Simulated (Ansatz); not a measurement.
# SiHO+ (quintet): the correlation ladder, def2-TZVPP

The task here is to estimate one member of a computed series from the others.

The runs use Ansatz 0.2.0, Gaussian basis; def2-TZVPP, core rule «outside noble gas», up to 6 orbitals frozen.

Plan: UHF; ROHF; CCSD(T) on UHF.

### What is computed

The geometry is a PBE0/def2-TZVP stationary point (not a proven minimum) of the parent state, kept for this charge and spin.

3 atoms, charge 1, spin multiplicity 5.

Atoms are counted from 1 here; the program's logs count them from 0.

Bond lengths: Si1–O2 1.728 Å, Si1–H3 1.496 Å. Angles: O2–Si1–H3 115.5°.

The first run:

in.yaml

```yaml
crystal:
  periodic: [false, false, false]
  atoms:
    - {symbol: Si, position_ang: [0.000000, -0.094440, 0.592147]}
    - {symbol: O, position_ang: [0.000000, 0.091474, -1.126196]}
    - {symbol: H, position_ang: [0.000000, 1.179495, 1.376770]}
basis:
  gaussian: {orbitals: def2-TZVPP}
total_charge: 1
magnetization: {spin_polarized: true, initial_magnetization: 4}
hamiltonian: {xc: hf}
output: {orbitals: {seedname: orbitals}}
```

Started as:

```
$ ansatz run in.yaml --threads 1 --pin off --events-out ev --progress --plain --max-ram 2816MiB --backend cpu
```

Steps of the session up to this table: UHF; ROHF; CCSD(T) on UHF.

One of the session's tables, all rows but one given; the rest of the session is left out.

| method | from UCCSD(T) (meV) |
| --- | --- |
| ROHF | +6639.2 |
| UHF | +6398.8 |
| UMP2 | ? |
| UCCSD | +160.0 |
| UCCSD(T) | 0 |

Estimate the missing values for UMP2.

**Answer.** from UCCSD(T) (meV): +1051.1. In the column «from UCCSD(T) (meV)» it lies between UCCSD (+160.0) and UHF (+6398.8).
